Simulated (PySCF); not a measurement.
C4H7O (doublet state).
Z-matrix (Å and degrees, PBE0-D3(BJ)/def2-SVP geometry), rows numbered from 1:
```
C 
C   1  1.3253
O   2  1.3018  1  137.04
C   3  1.4324  2  117.98  1    -3.39
C   4  1.5049  3  108.47  2  -177.68
H   1  1.0984  2  121.75  3    -1.17
H   1  1.0914  2  120.44  3   179.26
H   4  1.1044  3  108.48  2   -55.98
H   4  1.1044  3  108.48  2    60.79
H   5  1.0996  4  110.81  3   -60.80
H   5  1.0998  4  110.05  3   179.27
H   5  1.0996  4  110.68  3    59.43
```

The hyperfine couplings belong to this conformer and change with its torsions.

Identity: `C=[C]OCC` [radical].

The calculation used UKS B3LYP, IGLO-III on C O, pcH-1 on H, non-relativistic, mean-field spin-orbit, GIAO (PySCF). The structure is a single PBE0-D3(BJ)/def2-SVP conformer in the gas phase; no vibrational or solvent corrections. Stability of the SCF solution: not tested.

**Question.** Match the computed a_iso(13C) values +476.7, +59.4, +50.0, -2.0 MHz with the sites C1; C2; C4; C5.

**Answer.** 
| site | a_iso (MHz) | ρ(0) (bohr⁻³) | position | distance from C2 (Å) | spin population | largest \|T\| (MHz) |
| --- | --- | --- | --- | --- | --- | --- |
| C1 | +59.4 | +0.0528 | 1 bond from C2 | 1.33 | -0.11 | 20.8 |
| C2 | +476.7 | +0.4241 | largest spin population | 0.00 | +0.95 | 133.0 |
| C4 | +50.0 | +0.0445 | 2 bonds from C2 | 2.34 | +0.07 | 15.5 |
| C5 | -2.0 | -0.0018 | 3 bonds from C2 | 3.60 | 0.00 | 1.4 |

**Question.** Match the computed a_iso(1H) values +141.6, +56.2, -4.0, +2.7 MHz (means over equivalent nuclei) with the sites H6; H7; H8/H9; H10/H11/H12.

**Answer.** 
```json
{"site": "H6", "a_iso (MHz)": "+141.6", "ρ(0) (bohr⁻³)": "+0.0317", "position": "2 bonds from C2, on C1 of spin population -0.11", "distance from C2 (Å)": "2.12", "bound to": "C1", "spin population there": "-0.11", "largest |T| (MHz)": "6.5"}
{"site": "H7", "a_iso (MHz)": "+56.2", "ρ(0) (bohr⁻³)": "+0.0126", "position": "2 bonds from C2, on C1 of spin population -0.11", "distance from C2 (Å)": "2.10", "bound to": "C1", "spin population there": "-0.11", "largest |T| (MHz)": "13.5"}
{"site": "H8/H9", "a_iso (MHz)": "-4.0", "ρ(0) (bohr⁻³)": "-0.0009", "position": "3 bonds from C2", "distance from C2 (Å)": "2.62", "bound to": "C4", "spin population there": "+0.07", "largest |T| (MHz)": "6.5"}
{"site": "H10/H11/H12", "a_iso (MHz)": "+2.7", "ρ(0) (bohr⁻³)": "+0.0006", "position": "4 bonds from C2", "distance from C2 (Å)": "4.08", "bound to": "C5", "spin population there": "0.00", "largest |T| (MHz)": "2.6"}
```

ρ(0) is the spin density at the nucleus and T the dipolar tensor; entries for several nuclei are means. The Mulliken spin populations are largest on C2 (+0.95), C1 (-0.11), H6 (+0.08) and C4 (+0.07). No atom but C2 exceeds +0.15. The positive populations add up to 1.13 and the negative ones to -0.13, together 2S = 1.

Examples of negative spin density at the nucleus (bohr⁻³): C5 (-0.0018).

Class means assume fast exchange of nuclei equivalent by connectivity; if that motion is slow, each nucleus keeps its own coupling. The three 1H nuclei of mean +2.7 MHz run from 0.6 to 7.0 MHz in the frozen geometry.
